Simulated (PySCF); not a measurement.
## Diatomics of S with the third period

PBE0 with triple-zeta basis sets in PySCF, for the lowest determinant that a PBE0 search found; no spin–orbit coupling. De refers to high-spin ground-configuration atoms. A positive dipole means M(−)S(+).

```tsv
M	basis	state (unpaired electrons)	Re (Å)	ωe (cm⁻¹)	De (eV)	μ (D)
Na	def2-TZVPP	doublet (π ↑)	2.484	332	2.53	-8.29
Mg	def2-TZVPP	singlet (closed shell)	2.136	546	2.10	-7.74
Al	x2c-TZVPPall	doublet (σ ↑)	2.031	619	4.21	-3.78
Si	x2c-TZVPPall	singlet (closed shell)	1.930	765	6.18	-1.71
P	def2-TZVPP	doublet (π ↑)	1.892	776	4.50	-0.66
S	x2c-TZVPPall	triplet (π ↑↑)	1.887	751	4.62	n/a
```

Q: By what factor does the well depth vary along the series?

A: At PBE0 it runs from 2.10 eV (MgS) to 6.18 eV (SiS), a factor of 2.94.

The rows differ in basis set, which adds steps of its own.

The state changes along the series, so neighbouring rows are not always alike in their bonding.

States were picked by a PBE0 search and need not be the measured ground states.
